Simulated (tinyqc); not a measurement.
Inside a calculation (part 2 of 2). Method: UHF in the sto-3g basis, for H2O, spin multiplicity 1. This run ends on a higher stationary point, not on the lowest solution. Computed by tinyqc, a small Python program that keeps every step (integrals from PySCF). Command: `OMP_NUM_THREADS=1 python tinyqc.py 25350 25351 out.jsonl` (the two numbers bound the seeds that draw the settings). One thread of a shared host (Intel(R) Xeon(R) Processor @ 2.60GHz), about 0.2 s of CPU time with the checks.

Geometry (angstrom):
```
atom         x          y         z
O     0.000000   0.000000  0.000000
H     0.000000   1.021000  0.762000
H     0.000000  -1.021000  0.762000
```

## Iteration 2: DIIS over 2 matrices

error matrix X^T (FDS - SDF) X (alpha):
```
           1          2          3          4          5         6          7
1   0.000000   0.000000   0.196105   0.000000  -0.001250  0.000000   0.056671
2   0.000000   0.000000   0.000000  -0.046120   0.000000  0.207957   0.000000
3  -0.196105   0.000000   0.000000   0.000000   0.042191  0.000000   0.072003
4   0.000000   0.046120   0.000000   0.000000   0.000000  0.080785   0.000000
5   0.001250   0.000000  -0.042191   0.000000   0.000000  0.000000  -0.015605
6   0.000000  -0.207957   0.000000  -0.080785   0.000000  0.000000   0.000000
7  -0.056671   0.000000  -0.072003   0.000000   0.015605  0.000000   0.000000
```

B (overlaps of the stored error matrices):
```
               1              2
1  7.2406072e-01  5.3064424e-01
2  5.3064424e-01  4.0311181e-01
```

Minimise |sum c_i e_i|^2 with sum c_i = 1: solve [B -1; -1 0][c; lambda] = [0; -1] with B_ij = tr e_i^T e_j summed over both spins, and take F = sum c_i F_i.

DIIS coefficients: -1.935710  2.935710

extrapolated F(alpha) (hartree), lower triangle:
```
             1O 1s      1O 2s     1O 2px     1O 2py     1O 2pz      2H 1s      3H 1s
1O 1s   -20.310202
1O 2s    -5.176889  -2.382545
1O 2px    0.000000   0.000000  -0.323340
1O 2py    0.000000   0.000000   0.177343  -0.232922
1O 2pz   -0.025910  -0.024743   0.000000   0.000000  -0.266528
2H 1s    -0.569313  -0.603062  -0.038543  -0.304183  -0.261699  -0.294714
3H 1s    -0.569313  -0.603062   0.038543   0.304183  -0.261699  -0.138870  -0.294714
```

extrapolated F(beta) (hartree), lower triangle:
```
             1O 1s      1O 2s     1O 2px     1O 2py     1O 2pz      2H 1s      3H 1s
1O 1s   -20.310202
1O 2s    -5.176889  -2.382545
1O 2px    0.000000   0.000000  -0.323340
1O 2py    0.000000   0.000000  -0.177343  -0.232922
1O 2pz   -0.025910  -0.024743   0.000000   0.000000  -0.266528
2H 1s    -0.569313  -0.603062   0.038543  -0.304183  -0.261699  -0.294714
3H 1s    -0.569313  -0.603062  -0.038543   0.304183  -0.261699  -0.138870  -0.294714
```

## Iteration 2: diagonalisation and new density

X:
```
                1          2          3         4          5          6         7
1O 1s   -0.413361   0.000000   0.691349  0.000000  -0.602439   0.000000  0.229131
1O 2s    0.935045   0.000000  -0.270955  0.000000  -0.299738   0.000000  0.481716
1O 2px   0.000000   0.000000   0.000000  1.000000   0.000000   0.000000  0.000000
1O 2py   0.000000   0.809748   0.000000  0.000000   0.000000   0.683014  0.000000
1O 2pz   0.405434   0.000000   0.683750  0.000000   0.618008   0.000000  0.217608
2H 1s   -0.573638  -0.684018  -0.228293  0.000000   0.191165   0.404279  0.386950
3H 1s   -0.573638   0.684018  -0.228293  0.000000   0.191165  -0.404279  0.386950
```

D(alpha) after iteration 1, lower triangle:
```
            1O 1s      1O 2s     1O 2px     1O 2py    1O 2pz      2H 1s     3H 1s
1O 1s    1.044018
1O 2s   -0.187040   0.815178
1O 2px   0.000000   0.000000   0.855626
1O 2py   0.000000   0.000000  -0.219648   0.756603
1O 2pz   0.042508  -0.175910   0.000000   0.000000  0.833506
2H 1s   -0.046354   0.125471   0.259876   0.112203  0.119910   0.241172
3H 1s   -0.046354   0.125471  -0.259876  -0.112203  0.119910  -0.084045  0.241172
```

D(beta) after iteration 1, lower triangle:
```
            1O 1s      1O 2s     1O 2px     1O 2py    1O 2pz      2H 1s     3H 1s
1O 1s    1.044018
1O 2s   -0.187040   0.815178
1O 2px   0.000000   0.000000   0.855626
1O 2py   0.000000   0.000000   0.219648   0.756603
1O 2pz   0.042508  -0.175910   0.000000   0.000000  0.833506
2H 1s   -0.046354   0.125471  -0.259876   0.112203  0.119910   0.241172
3H 1s   -0.046354   0.125471   0.259876  -0.112203  0.119910  -0.084045  0.241172
```

overlap S, lower triangle:
```
           1O 1s     1O 2s    1O 2px     1O 2py    1O 2pz     2H 1s     3H 1s
1O 1s   1.000000
1O 2s   0.236704  1.000000
1O 2px  0.000000  0.000000  1.000000
1O 2py  0.000000  0.000000  0.000000   1.000000
1O 2pz  0.000000  0.000000  0.000000   0.000000  1.000000
2H 1s   0.025532  0.293350  0.000000   0.219978  0.164175  1.000000
3H 1s   0.025532  0.293350  0.000000  -0.219978  0.164175  0.111232  1.000000
```

Diagonalise F' = X^T F X, C = X C', fill 5 alpha and 5 beta electrons from the bottom; D(s) = C_occ C_occ^T; the new density keeps 0.7 of the old one (damping). Each column has its largest component positive (the first on a tie).

F' = X^T F X (alpha) (hartree), lower triangle:
```
           1         2          3          4          5          6          7
1  -0.893469
2   0.000000  0.375367
3   2.948785  0.000000  -7.754460
4   0.000000  0.196332   0.000000  -0.323340
5  -2.666764  0.000000   8.105670   0.000000  -9.283134
6   0.000000  0.042438   0.000000   0.089963   0.000000  -0.495576
7   1.143122  0.000000  -4.385149   0.000000   4.996909   0.000000  -3.651910
```

orbital energies (alpha) (hartree): MO1 -20.318211, MO2 -1.163690, MO3 -0.535913, MO4 -0.426297, MO5 -0.338823, MO6 0.325226, MO7 0.431187

coefficients C (alpha):
```
              MO1        MO2        MO3        MO4        MO5        MO6        MO7
1O 1s    0.994652  -0.245354   0.000000   0.073215   0.000000  -0.096811   0.000000
1O 2s    0.022472   0.929135   0.000000  -0.365271   0.000000   0.521918   0.000000
1O 2px   0.000000   0.000000  -0.428252   0.000000   0.865766   0.000000   0.258941
1O 2py   0.000000   0.000000   0.656944   0.000000   0.077487   0.000000   0.827417
1O 2pz   0.002385   0.039341   0.000000   0.768415   0.000000   0.684956   0.000000
2H 1s   -0.003497   0.132086   0.330396   0.338815   0.352153  -0.659695  -0.630991
3H 1s   -0.003497   0.132086  -0.330396   0.338815  -0.352153  -0.659695   0.630991
```

F' = X^T F X (beta) (hartree), lower triangle:
```
           1          2          3          4          5          6          7
1  -0.893469
2   0.000000   0.375367
3   2.948785   0.000000  -7.754460
4   0.000000  -0.196332   0.000000  -0.323340
5  -2.666764   0.000000   8.105670   0.000000  -9.283134
6   0.000000   0.042438   0.000000  -0.089963   0.000000  -0.495576
7   1.143122   0.000000  -4.385149   0.000000   4.996909   0.000000  -3.651910
```

orbital energies (beta) (hartree): MO1 -20.318211, MO2 -1.163690, MO3 -0.535913, MO4 -0.426297, MO5 -0.338823, MO6 0.325226, MO7 0.431187

coefficients C (beta):
```
              MO1        MO2        MO3        MO4        MO5        MO6        MO7
1O 1s    0.994652  -0.245354   0.000000   0.073215   0.000000  -0.096811   0.000000
1O 2s    0.022472   0.929135   0.000000  -0.365271   0.000000   0.521918   0.000000
1O 2px   0.000000   0.000000   0.428252   0.000000   0.865766   0.000000  -0.258941
1O 2py   0.000000   0.000000   0.656944   0.000000  -0.077487   0.000000   0.827417
1O 2pz   0.002385   0.039341   0.000000   0.768415   0.000000   0.684956   0.000000
2H 1s   -0.003497   0.132086   0.330396   0.338815  -0.352153  -0.659695  -0.630991
3H 1s   -0.003497   0.132086  -0.330396   0.338815   0.352153  -0.659695   0.630991
```

D(alpha) after iteration 2, lower triangle:
```
            1O 1s      1O 2s     1O 2px     1O 2py    1O 2pz      2H 1s     3H 1s
1O 1s    1.047280
1O 2s   -0.200635   0.869790
1O 2px   0.000000   0.000000   0.878823
1O 2py   0.000000   0.000000  -0.218029   0.660896
1O 2pz   0.044450  -0.196359   0.000000   0.000000  0.761059
2H 1s   -0.035772   0.087496   0.230930   0.151844  0.163599   0.278448
3H 1s   -0.035772   0.087496  -0.230930  -0.151844  0.163599  -0.089107  0.278448
```

D(beta) after iteration 2, lower triangle:
```
            1O 1s      1O 2s     1O 2px     1O 2py    1O 2pz      2H 1s     3H 1s
1O 1s    1.047280
1O 2s   -0.200635   0.869790
1O 2px   0.000000   0.000000   0.878823
1O 2py   0.000000   0.000000   0.218029   0.660896
1O 2pz   0.044450  -0.196359   0.000000   0.000000  0.761059
2H 1s   -0.035772   0.087496  -0.230930   0.151844  0.163599   0.278448
3H 1s   -0.035772   0.087496   0.230930  -0.151844  0.163599  -0.089107  0.278448
```

## Iteration 57 (converged): orbitals

converged F(alpha) (hartree), lower triangle:
```
             1O 1s      1O 2s     1O 2px     1O 2py     1O 2pz      2H 1s      3H 1s
1O 1s   -20.277548
1O 2s    -5.165998  -2.387699
1O 2px    0.000000   0.000000  -0.390007
1O 2py    0.000000   0.000000   0.000000  -0.168781
1O 2pz   -0.021137  -0.032515   0.000000   0.000000  -0.211558
2H 1s    -0.569172  -0.591398   0.000000  -0.313253  -0.270852  -0.289433
3H 1s    -0.569172  -0.591398   0.000000   0.313253  -0.270852  -0.138170  -0.289433
```

converged F(beta) (hartree), lower triangle:
```
             1O 1s      1O 2s     1O 2px     1O 2py     1O 2pz      2H 1s      3H 1s
1O 1s   -20.277548
1O 2s    -5.165998  -2.387699
1O 2px    0.000000   0.000000  -0.390007
1O 2py    0.000000   0.000000   0.000000  -0.168781
1O 2pz   -0.021137  -0.032515   0.000000   0.000000  -0.211558
2H 1s    -0.569172  -0.591398   0.000000  -0.313253  -0.270852  -0.289433
3H 1s    -0.569172  -0.591398   0.000000   0.313253  -0.270852  -0.138170  -0.289433
```

Diagonalise F' = X^T F X, C = X C', fill 5 alpha and 5 beta electrons from the bottom; D(s) = C_occ C_occ^T. Each column has its largest component positive (the first on a tie).

F' = X^T F X (alpha) (hartree), lower triangle:
```
           1         2          3          4          5          6          7
1  -0.911710
2   0.000000  0.441807
3   2.969133  0.000000  -7.701085
4   0.000000  0.000000   0.000000  -0.390007
5  -2.642118  0.000000   8.117501   0.000000  -9.254119
6   0.000000  0.077916   0.000000   0.000000   0.000000  -0.474176
7   1.138307  0.000000  -4.378750   0.000000   4.990007   0.000000  -3.640083
```

orbital energies (alpha) (hartree): MO1 -20.285406, MO2 -1.166367, MO3 -0.480756, MO4 -0.406188, MO5 -0.390007, MO6 0.350964, MO7 0.448387

coefficients C (alpha):
```
              MO1        MO2        MO3        MO4       MO5        MO6        MO7
1O 1s    0.994695  -0.247051   0.000000   0.077154  0.000000  -0.088654   0.000000
1O 2s    0.022283   0.938819   0.000000  -0.388106  0.000000   0.486944   0.000000
1O 2px   0.000000   0.000000   0.000000   0.000000  1.000000   0.000000   0.000000
1O 2py   0.000000   0.000000   0.612446   0.000000  0.000000   0.000000   0.864355
1O 2pz   0.002116   0.046490   0.000000   0.730177  0.000000   0.725159   0.000000
2H 1s   -0.003387   0.120239   0.460409   0.374947  0.000000  -0.642182  -0.647569
3H 1s   -0.003387   0.120239  -0.460409   0.374947  0.000000  -0.642182   0.647569
```

F' = X^T F X (beta) (hartree), lower triangle:
```
           1         2          3          4          5          6          7
1  -0.911710
2   0.000000  0.441807
3   2.969133  0.000000  -7.701085
4   0.000000  0.000000   0.000000  -0.390007
5  -2.642118  0.000000   8.117501   0.000000  -9.254119
6   0.000000  0.077916   0.000000   0.000000   0.000000  -0.474176
7   1.138307  0.000000  -4.378750   0.000000   4.990007   0.000000  -3.640083
```

orbital energies (beta) (hartree): MO1 -20.285406, MO2 -1.166367, MO3 -0.480756, MO4 -0.406188, MO5 -0.390007, MO6 0.350964, MO7 0.448387

coefficients C (beta):
```
              MO1        MO2        MO3        MO4       MO5        MO6        MO7
1O 1s    0.994695  -0.247051   0.000000   0.077154  0.000000  -0.088654   0.000000
1O 2s    0.022283   0.938819   0.000000  -0.388106  0.000000   0.486944   0.000000
1O 2px   0.000000   0.000000   0.000000   0.000000  1.000000   0.000000   0.000000
1O 2py   0.000000   0.000000   0.612446   0.000000  0.000000   0.000000   0.864355
1O 2pz   0.002116   0.046490   0.000000   0.730177  0.000000   0.725159   0.000000
2H 1s   -0.003387   0.120239   0.460409   0.374947  0.000000  -0.642182  -0.647569
3H 1s   -0.003387   0.120239  -0.460409   0.374947  0.000000  -0.642182   0.647569
```

D(alpha) after iteration 57, lower triangle:
```
            1O 1s      1O 2s    1O 2px     1O 2py    1O 2pz      2H 1s     3H 1s
1O 1s    1.056405
1O 2s   -0.239716   1.032503
1O 2px   0.000000   0.000000  1.000000
1O 2py   0.000000   0.000000  0.000000   0.375090
1O 2pz   0.046956  -0.239693  0.000000   0.000000  0.535324
2H 1s   -0.004146  -0.032712  0.000000   0.281976  0.279361   0.367031
3H 1s   -0.004146  -0.032712  0.000000  -0.281976  0.279361  -0.056923  0.367031
```

D(beta) after iteration 57, lower triangle:
```
            1O 1s      1O 2s    1O 2px     1O 2py    1O 2pz      2H 1s     3H 1s
1O 1s    1.056405
1O 2s   -0.239716   1.032503
1O 2px   0.000000   0.000000  1.000000
1O 2py   0.000000   0.000000  0.000000   0.375090
1O 2pz   0.046956  -0.239693  0.000000   0.000000  0.535324
2H 1s   -0.004146  -0.032712  0.000000   0.281976  0.279361   0.367031
3H 1s   -0.004146  -0.032712  0.000000  -0.281976  0.279361  -0.056923  0.367031
```

## Convergence

Stop when the energy changes by less than 1e-09 hartree and every element of the error matrix X^T (F D S - S D F) X (for each spin) is below 9e-06.

Course of the cycle:
```
iteration   E (hartree)     change  largest element of the error matrix
1          -74.25903901          -                             2.90e-01
2          -74.40172941  -1.43e-01                             2.08e-01
3          -74.51028225  -1.09e-01                             1.57e-01
4          -74.59177949  -8.15e-02                             1.10e-01
5          -74.65236266  -6.06e-02                             7.91e-02
6          -74.69829454  -4.59e-02                             5.63e-02
7          -74.73775003  -3.95e-02                             4.02e-02
8          -74.76842233  -3.07e-02                             2.84e-02
9          -74.79167306  -2.33e-02                             2.00e-02
10         -74.80870343  -1.70e-02                             1.41e-02
11         -74.82100792  -1.23e-02                             9.89e-03
12         -74.82978976  -8.78e-03                             6.94e-03
13         -74.83602038  -6.23e-03                             4.87e-03
14         -74.84041982  -4.40e-03                             3.41e-03
...                 ...        ...                                  ...
44         -74.85080101  -1.01e-07                             7.74e-08
45         -74.85080108  -7.07e-08                             5.41e-08
46         -74.85080113  -4.95e-08                             3.79e-08
47         -74.85080116  -3.46e-08                             2.65e-08
48         -74.85080119  -2.43e-08                             1.86e-08
49         -74.85080121  -1.70e-08                             1.30e-08
50         -74.85080122  -1.19e-08                             9.10e-09
51         -74.85080123  -8.32e-09                             6.37e-09
52         -74.85080123  -5.82e-09                             4.46e-09
53         -74.85080124  -4.08e-09                             3.12e-09
54         -74.85080124  -2.85e-09                             2.19e-09
55         -74.85080124  -2.00e-09                             1.53e-09
56         -74.85080124  -1.40e-09                             1.07e-09
57         -74.85080124  -9.79e-10                             7.49e-10
```

PySCF UHF in the same basis, after a stability check = -74.85114057 hartree

Converged in 57 iterations. But the solution lies 0.00034 hartree above the reference: it is another stationary point, not the lowest one. Reruns (cap 100 unless said): DIIS 8: converged in 11 to a higher stationary point; damping 0.5: converged in 67 to a higher stationary point; level shift 0.5: converged in 54 to a higher stationary point; atomic densities as start, DIIS 8: converged in 8 to a higher stationary point.

## Populations, bond orders and dipole

Mulliken: Z minus the diagonal of D S on the atom; Loewdin: the same with S^(1/2) D S^(1/2); Mayer order: 2 sum_s sum (D(s) S)_ij (D(s) S)_ji over the two atoms.

Charges (e):
```
atom   Mulliken    Loewdin  Mulliken spin
1O    -0.164440  -0.125760              0
2H     0.082220   0.062880              0
3H     0.082220   0.062880              0
```

Mayer bond orders:
```
pair     order
2-1   0.986196
3-1   0.986196
3-2   0.007044
```

dipole moment about the origin, x y z (debye): 0.000000  0.000000  1.288076

<S^2> of the determinant (pure state: 0) = 0.000000
